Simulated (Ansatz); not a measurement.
Relaxed structures of CH$_{4}$ClSi (charge +1), singlet (PBE0-D4/def2-TZVP; forces vanish, vibrations not checked; lower isomers may exist, and structures with a doubtful reference or unclear bonds are left out; Å). Computed with Ansatz 0.2.0 (basis: def2-TZVPP); correlated methods freeze the cores.

Question: Rank them by CCSD(T) energy, lowest first, and give each one's height above the lowest. Links in brackets join atoms within 1.22 times the sum of their covalent radii (1.1 for two metals). (To be estimated.)
A.
CH₄ClSi ([CH2][SiH][ClH]), total charge +1
```
7
angstrom
Si 0.4510 0.4142 -0.2595
C 0.6957 -1.1379 0.3355
Cl -1.5196 1.1831 0.4760
H -0.0670 -1.6953 0.8666
H 1.0921 1.5658 -0.9026
H -2.1949 1.2813 -0.6315
H 1.6330 -1.6504 0.1364
```
B.
CH₄ClSi ([SiH2][CH][ClH]), total charge +1
```
7
angstrom
Si -0.3627 0.6479 0.1014
C 0.8006 -0.5733 0.4425
Cl 2.3644 -0.5276 -0.3283
H 3.1897 -0.1187 0.6056
H 0.0035 1.7880 -0.7532
H -1.7061 0.5036 0.6793
H 0.6764 -1.4852 1.0111
```
C.
CH₄ClSi ([SiH3][CH][Cl]), total charge +1
```
7
angstrom
Si -0.6865 0.5152 -0.2659
C 0.7376 -0.6256 0.3213
Cl 2.3110 -0.3092 0.1914
H -1.3842 -0.4023 -1.2003
H -0.0815 1.7221 -0.8520
H -1.4210 0.6899 1.0115
H 0.5247 -1.5902 0.7941
```

Answer: The calculation gives: A (0.0 kJ/mol), C (14.8 kJ/mol), B (95.8 kJ/mol). Heights count from the lowest.

No T1 diagnostic of these runs exceeds 0.022. The restricted Hartree–Fock reference is unstable towards an unrestricted one at one or more of these structures.

For scale, one of the runs: CCSD(T)/def2-TZVPP, 171 basis functions, launched by `ansatz run in.yaml --threads 2 --pin off --events-out ev --progress --plain --max-ram 4352MiB`. The run took 7 s on 2 CPU threads of an AMD EPYC 9B45 (shared host), with 1.3 GiB of host memory at its peak.
